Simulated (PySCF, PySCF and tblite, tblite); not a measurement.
# C4H7F: telling isomers apart by computed NMR, part 3 of 3

PySCF and tblite. Atoms count from 0. Earlier steps stand in the parts before.

## 13. Averages, isomer B: properties at WP04/pcSseg-1 in chloroform

Job settings and geometry (Å):

```
{"job": {"study": "conf", "smiles": "C/C=C(/C)F", "search": {"seed": 977, "n_embed": 45, "ff_keep": 10, "window": 2.5, "nmax": 4, "temps": [250, 298.15, 350], "t_ref": 298.15, "order": 0.002, "geom": true}, "level": {"nmr": {"xc": "WP04", "basis": "pcSseg-1", "solvent": "chloroform"}, "sp": {"xc": "B3LYP", "basis": "def2-TZVP", "solvent": "chloroform"}, "j": {"xc": "B3LYP", "basis": "pcJ-1", "top": 4}}, "kind": "conf"}, "charge": 0, "multiplicity": 1}
C      2.030911     0.353065     0.028927
C      0.603879     0.420686    -0.399160
C     -0.420200    -0.126957     0.257417
C     -1.859632    -0.100920    -0.104466
F     -0.198379    -0.800878     1.400802
H      2.134995    -0.191748     0.976728
H      2.652397    -0.154012    -0.727947
H      2.455442     1.361741     0.163473
H      0.359936     0.955207    -1.321534
H     -2.448618     0.369834     0.699409
H     -2.022043     0.455930    -1.035782
H     -2.244310    -1.126013    -0.230067
```

The program printed:

```text
conformer  sym    E(xTB)   E(DFT)   G(298.15 K)  weight  dipole/D
    1     Cs      0.000    0.000    0.000   1.0000    1.648

mean shielding (ppm) by class
class atoms           250 K   298.15 K      350 K
  0 C  0            159.069    159.069    159.069
  1 C  1             62.822     62.822     62.822
  2 C  2              5.297      5.297      5.297
  3 C  3            151.405    151.405    151.405
  4 F  4            290.296    290.296    290.296
  5 H  5,6,7         29.851     29.851     29.851
  6 H  8             26.988     26.988     26.988
  7 H  9,10,11        29.61      29.61      29.61
```

Run time: 86 s. Hardware: 1 thread of Intel Xeon at 2.70GHz, shared host. This counts the runs that the step sums up.

The search (ETKDG and KDG, MMFF94s, GFN2-xTB) embedded 45 structures, kept 1 distinct ones after the force field and 1 after xTB; 1 was carried on (window 2.5 kcal/mol at the search's own energies). Energies: B3LYP/def2-TZVP in chloroform with D3(BJ).

Conformer by conformer (298 K):

```csv
no.,group,mirror pair,ΔE xTB,ΔE DFT,ΔG,weight (%),μ (D),"A, B, C (GHz)"
1,Cs,no,0.00,0.00,0.00,100.0,1.65,"9.50, 3.62, 2.71"
```

Energies in kcal/mol. ΔG holds xTB vibrations and rotation, symmetry numbers and mirror pairs.

Shifts against references run at the same level (1H TMS 31.55, 13C TMS 173.1, 19F CFCl3 180.0 ppm of shielding), by class of atoms, at 298 K:

```csv
atoms,environment,average
C2,fully substituted alkene carbon,167.8
C1,alkene CH,110.3
C3,allylic methyl carbon,21.7
C0,allylic methyl carbon,14.0
H8,hydrogen on an alkene CH,4.56
"H9, H10, H11",hydrogen on an allylic methyl carbon,1.94
"H5, H6, H7",hydrogen on an allylic methyl carbon,1.70
F4,vinylic fluorine,-110.3
```

Couplings (Hz, B3LYP/pcJ-1; one pair named for each class), from conformers that hold 100 % of the weight:

```csv
pair,bonds,average
C2–F4,1,-320.9
C1–H8,1,164.0
C3–H9,1,134.6
C0–H5,1,134.2
C1–C2,1,94.1
C2–C3,1,58.3
C0–C1,1,48.0
C3–F4,2,29.3
H5–H6,2,-16.2
H9–H10,2,-16.0
C1–F4,2,15.8
C2–H8,2,10.5
C1–H5,2,-6.7
C2–H9,2,-6.7
C0–H8,2,2.9
F4–H8,3,26.9
F4–H9,3,15.8
H5–H8,3,8.0
C2–H5,3,7.2
C0–F4,3,6.4
C1–H9,3,4.4
C3–H8,3,3.4
F4–H5,4,3.7
H8–H9,4,-1.4
C3–H5,4,-1.2
```

Effective distances for nuclear Overhauser effects, ⟨r⁻⁶⟩^(−1/6) over all pairs of two classes (Å): H5···H8 2.72; H8···H9 2.84.

## 14. Shieldings, isomer B, conformer 1: BP86/pcSseg-1

Job settings and geometry (Å):

```
{"job": {"xc": "BP86", "basis": "pcSseg-1", "kind": "nmr", "pop": false}, "charge": 0, "multiplicity": 1}
C      2.030911     0.353065     0.028927
C      0.603879     0.420686    -0.399160
C     -0.420200    -0.126957     0.257417
C     -1.859632    -0.100920    -0.104466
F     -0.198379    -0.800878     1.400802
H      2.134995    -0.191748     0.976728
H      2.652397    -0.154012    -0.727947
H      2.455442     1.361741     0.163473
H      0.359936     0.955207    -1.321534
H     -2.448618     0.369834     0.699409
H     -2.022043     0.455930    -1.035782
H     -2.244310    -1.126013    -0.230067
```

The program printed:

```text
coarse grid: 9776 points
cycle   1  E = -256.3046093015  dE =  3.384e-01  |g| = 6.151e-01  |ddm| = 2.963e+00
cycle   2  E = -256.1764132928  dE =  1.282e-01  |g| = 9.737e-01  |ddm| = 1.218e+00
cycle   3  E = -256.3786034409  dE = -2.022e-01  |g| = 2.020e-01  |ddm| = 8.165e-01
cycle   4  E = -256.3891203478  dE = -1.052e-02  |g| = 5.356e-02  |ddm| = 2.159e-01
cycle   5  E = -256.3896821536  dE = -5.618e-04  |g| = 2.323e-02  |ddm| = 5.766e-02
cycle   6  E = -256.3897824607  dE = -1.003e-04  |g| = 4.377e-03  |ddm| = 2.220e-02
cycle   7  E = -256.3897861602  dE = -3.700e-06  |g| = 9.252e-04  |ddm| = 3.675e-03
final grid: 94040 points
cycle   8  E = -256.4390204346  dE = -4.269e-05  |g| = 4.980e-03  |ddm| = 2.641e-02
cycle   9  E = -256.4390126259  dE =  7.809e-06  |g| = 7.391e-03  |ddm| = 8.805e-03
cycle  10  E = -256.4390264562  dE = -1.383e-05  |g| = 7.456e-04  |ddm| = 5.323e-03
cycle  11  E = -256.4390265137  dE = -5.750e-08  |g| = 2.569e-04  |ddm| = 7.617e-04
cycle  12  E = -256.4390265572  dE = -4.351e-08  |g| = 4.433e-05  |ddm| = 1.812e-04
cycle  13  E = -256.4390265575  dE = -2.879e-10  |g| = 2.743e-05  |ddm| = 5.316e-05
converged SCF energy = -256.4390265575

GIAO shielding tensors (ppm)
atom      isotropic    diamagn.    paramagn.     s11        s22        s33       span
  0 C      167.591     246.407     -78.816    149.865    173.602    179.306     29.442
  1 C       75.285     258.835    -183.550    -17.651    101.904    141.600    159.251
  2 C       15.342     251.231    -235.888    -77.180     59.438     63.769    140.949
  3 C      158.796     249.717     -90.921    142.346    150.639    183.402     41.056
  4 F      257.823     477.033    -219.210    144.145    242.445    386.878    242.732
  5 H       29.044      29.840      -0.795     24.787     29.663     32.683      7.895
  6 H       29.829      28.138       1.691     25.572     27.493     36.423     10.851
  7 H       29.848      27.959       1.890     25.600     27.531     36.414     10.814
  8 H       26.836      33.275      -6.439     24.091     26.250     30.168      6.077
  9 H       29.267      28.336       0.931     25.874     27.236     34.692      8.818
 10 H       29.662      29.965      -0.302     26.016     28.995     33.975      7.959
 11 H       29.267      28.547       0.720     25.876     27.223     34.702      8.826
```

Wall time 24 s (1 thread of Intel Xeon at 2.70GHz, shared host); peak memory 0.72 GiB.

In short: HOMO -5.72 eV, LUMO -0.29 eV; dipole 1.27 D.

## 15. Single-point energy, isomer B, conformer 1: B97-D/6-31+G*

Changed since step 14:

```diff
@@ -1,2 +1,2 @@
-{"job": {"xc": "BP86", "basis": "pcSseg-1", "kind": "nmr", "pop": false}, "charge": 0, "multiplicity": 1}
+{"job": {"xc": "B97-D", "basis": "6-31+G*", "kind": "sp"}, "charge": 0, "multiplicity": 1}
 C      2.030911     0.353065     0.028927
```

The program printed:

```text
coarse grid: 9776 points
cycle   1  E = -256.2553436387  dE =  3.401e-01  |g| = 5.999e-01  |ddm| = 3.371e+00
cycle   2  E = -256.1357090603  dE =  1.196e-01  |g| = 9.523e-01  |ddm| = 4.790e+00
cycle   3  E = -256.3319629010  dE = -1.963e-01  |g| = 1.643e-01  |ddm| = 3.730e+00
cycle   4  E = -256.3386669722  dE = -6.704e-03  |g| = 4.860e-02  |ddm| = 3.831e-01
cycle   5  E = -256.3391594930  dE = -4.925e-04  |g| = 2.415e-02  |ddm| = 1.113e-01
cycle   6  E = -256.3392839801  dE = -1.245e-04  |g| = 3.766e-03  |ddm| = 4.172e-02
cycle   7  E = -256.3392872054  dE = -3.225e-06  |g| = 4.772e-04  |ddm| = 1.178e-02
final grid: 94040 points
cycle   8  E = -256.2997574970  dE = -2.758e-05  |g| = 1.218e-02  |ddm| = 1.379e-01
cycle   9  E = -256.2996715359  dE =  8.596e-05  |g| = 2.511e-02  |ddm| = 4.243e-02
cycle  10  E = -256.2997816779  dE = -1.101e-04  |g| = 1.941e-03  |ddm| = 3.096e-02
cycle  11  E = -256.2997827343  dE = -1.056e-06  |g| = 2.027e-04  |ddm| = 3.478e-03
cycle  12  E = -256.2997827437  dE = -9.309e-09  |g| = 6.201e-05  |ddm| = 7.451e-04
cycle  13  E = -256.2997827447  dE = -1.013e-09  |g| = 1.432e-05  |ddm| = 2.502e-04
cycle  14  E = -256.2997827447  dE = -5.707e-11  |g| = 2.318e-06  |ddm| = 4.122e-05
converged SCF energy = -256.2997827447
```

It took 15 s on 1 thread of Intel Xeon at 2.70GHz, shared host; peak memory 0.53 GiB.

This run: HOMO -5.58 eV, LUMO -0.13 eV; dipole 1.40 D.

## 16. The ensemble, isomer B: properties at BP86/pcSseg-1

Job settings and geometry (Å):

```
{"job": {"study": "conf", "smiles": "C/C=C(/C)F", "search": {"seed": 977, "n_embed": 45, "ff_keep": 10, "window": 2.5, "nmax": 4, "temps": [250, 298.15, 350], "t_ref": 298.15, "order": 0.002, "geom": true}, "level": {"nmr": {"xc": "BP86", "basis": "pcSseg-1"}, "sp": {"xc": "B97-D", "basis": "6-31+G*"}, "change": "BP86/pcSseg-1; energies B97-D/6-31+G*"}, "kind": "conf"}, "charge": 0, "multiplicity": 1}
C      2.030911     0.353065     0.028927
C      0.603879     0.420686    -0.399160
C     -0.420200    -0.126957     0.257417
C     -1.859632    -0.100920    -0.104466
F     -0.198379    -0.800878     1.400802
H      2.134995    -0.191748     0.976728
H      2.652397    -0.154012    -0.727947
H      2.455442     1.361741     0.163473
H      0.359936     0.955207    -1.321534
H     -2.448618     0.369834     0.699409
H     -2.022043     0.455930    -1.035782
H     -2.244310    -1.126013    -0.230067
```

The program printed:

```text
conformer  sym    E(xTB)   E(DFT)   G(298.15 K)  weight  dipole/D
    1     Cs      0.000    0.000    0.000   1.0000    1.398

mean shielding (ppm) by class
class atoms           250 K   298.15 K      350 K
  0 C  0            167.591    167.591    167.591
  1 C  1             75.285     75.285     75.285
  2 C  2             15.342     15.342     15.342
  3 C  3            158.796    158.796    158.796
  4 F  4            257.823    257.823    257.823
  5 H  5,6,7         29.574     29.574     29.574
  6 H  8             26.836     26.836     26.836
  7 H  9,10,11       29.399     29.399     29.399
```

Run time: 39 s. Hardware: 1 thread of Intel Xeon at 2.70GHz, shared host. This counts the runs that the step sums up.

Against the first level, at 298 K (shifts, ppm; largest changes first):

```csv
atoms,WP04/pcSseg-1 in chloroform,BP86/pcSseg-1,change
C1,110.3,104.5,-5.8
C2,167.8,164.4,-3.4
F4,-110.3,-113.1,-2.7
C0,14.0,12.2,-1.9
C3,21.7,20.9,-0.8
H8,4.56,4.43,-0.13
"H9, H10, H11",1.94,1.87,-0.07
"H5, H6, H7",1.70,1.69,-0.01
```

Weights: from B3LYP/def2-TZVP in chloroform energies 1: 100 %; from B97-D/6-31+G* energies 1: 100 % (with a dispersion term where the level has one and the same thermal terms, so they don't follow from the SCF energies alone). Times: 86 s and 39 s.

## 17. Which isomer fits the signals?

Job settings and geometry (Å):

```
{"job": {"study": "set", "relation": "E/Z isomers", "members": [{"smiles": "[CH3:1]/[CH:2]=[C:3](\\[CH3:4])[F:5]"}, {"smiles": "[CH3:1]/[CH:2]=[C:3](/[CH3:4])[F:5]"}], "charge": 0, "search": {"seed": 977, "n_embed": 45, "ff_keep": 10, "window": 2.5, "nmax": 4, "temps": [250, 298.15, 350], "t_ref": 298.15, "order": 0.002, "geom": true}, "level": {"nmr": {"xc": "WP04", "basis": "pcSseg-1", "solvent": "chloroform"}, "sp": {"xc": "B3LYP", "basis": "def2-TZVP", "solvent": "chloroform"}, "j": {"xc": "B3LYP", "basis": "pcJ-1", "top": 4}}, "dp4": {"C": [2.5, 10], "H": [0.15, 10]}, "second_levels": [{"nmr": {"xc": "BP86", "basis": "pcSseg-1"}, "wide": true, "sp": {"xc": "B97-D", "basis": "6-31+G*"}, "change": "BP86/pcSseg-1; energies B97-D/6-31+G*"}], "kind": "set"}, "charge": 0, "multiplicity": 1}
C     -1.505793    -0.301432     0.167360
C     -0.517148     0.813280     0.092012
C      0.812548     0.705530     0.071490
C      1.673171    -0.503949     0.116705
F      1.546825     1.831491     0.000366
H     -2.183620    -0.290719    -0.702344
H     -1.029065    -1.290750     0.203157
H     -2.143386    -0.207425     1.062159
H     -0.907723     1.835210     0.048275
H      1.082740    -1.425850     0.170388
H      2.313924    -0.546440    -0.778516
H      2.341461    -0.461272     0.991611
```

The program printed:

```text
isomer  G rel   conformers  SMILES
A     0.693      1   C/C=C(\C)F
B     0.000      1   C/C=C(/C)F

signals of isomer B at the second level: probabilities [0.00029, 0.99971]
```

Wall time 5.1 min (1 thread of Intel Xeon at 2.70GHz, shared host); peak memory 0.91 GiB. This counts the whole study up to here.

The 2 candidates (E/Z isomers), with energies and dipoles from their ensembles above, at 298 K; shieldings at WP04/pcSseg-1 in chloroform:

```csv
isomer,SMILES,conformers,ΔE,ΔG,μ rms (D)
A,C/C=C(\C)F,1,0.91,0.69,2.04
B,C/C=C(/C)F,1,0.00,0.00,1.65
```

Energies in kcal/mol.

The signals of isomer B, computed at a second level (BP86/pcSseg-1), stand in for a spectrum. The test takes 4 C values, 3 H values (hydrogens on carbon alone). Each candidate's shieldings are matched to them by assigned atoms (like hydrogens of one group may swap) by a straight-line fit, or by a shift alone where signals are few or close (slope 1; a small slope inflates the errors), and the errors are weighed by Student-t tails (C: width 2.5 ppm, H: width 0.15 ppm).

```csv
candidate,C slope,C mean error,C largest,H slope,H mean error,H largest,P(C),P(H),P(all)
A,1.03,3.0,4.7,1.00,0.21,0.32,2.5,1.1,0.0
B,1.02,1.2,2.2,1.00,0.04,0.06,97.5,98.9,100.0
```

Errors in ppm, probabilities in per cent.

## 18. Summary of results

This closing draws on all 3 parts.

| quantity | value |
| --- | --- |
| conformers, isomer A | 1; the first in weight is no. 1 (Cs), 100 % at 298 K |
| root-mean-square dipole, isomer A | 2.04 D |
| averaged 13C shifts, isomer A (WP04/pcSseg-1 in chloroform) | 168.1, 110.2, 16.7, 15.9 ppm |
| averaged 1H shifts, isomer A (WP04/pcSseg-1 in chloroform) | 4.95, 1.93, 1.70 ppm |
| averaged 19F shifts, isomer A (WP04/pcSseg-1 in chloroform) | -102.5 ppm |
| conformers, isomer B | 1; the first in weight is no. 1 (Cs), 100 % at 298 K |
| root-mean-square dipole, isomer B | 1.65 D |
| averaged 13C shifts, isomer B (WP04/pcSseg-1 in chloroform) | 167.8, 110.3, 21.7, 14.0 ppm |
| averaged 1H shifts, isomer B (WP04/pcSseg-1 in chloroform) | 4.56, 1.94, 1.70 ppm |
| averaged 19F shifts, isomer B (WP04/pcSseg-1 in chloroform) | -110.3 ppm |
| lowest in free energy | isomer B |
| signals of B (BP86/pcSseg-1) | best fit B, 100 % |

What this shows: The search found one conformer for isomer A in the window, so the averages are its own values. The search found one conformer for isomer B in the window, so the averages are its own values. Between WP04/pcSseg-1 in chloroform and BP86/pcSseg-1, C1 of isomer B changes most, by 5.8 ppm. The test names the right isomer, B, with 100 %. The stand-in spectrum is computed, so it shares geometries and errors with the candidates; a measured one would test harder.
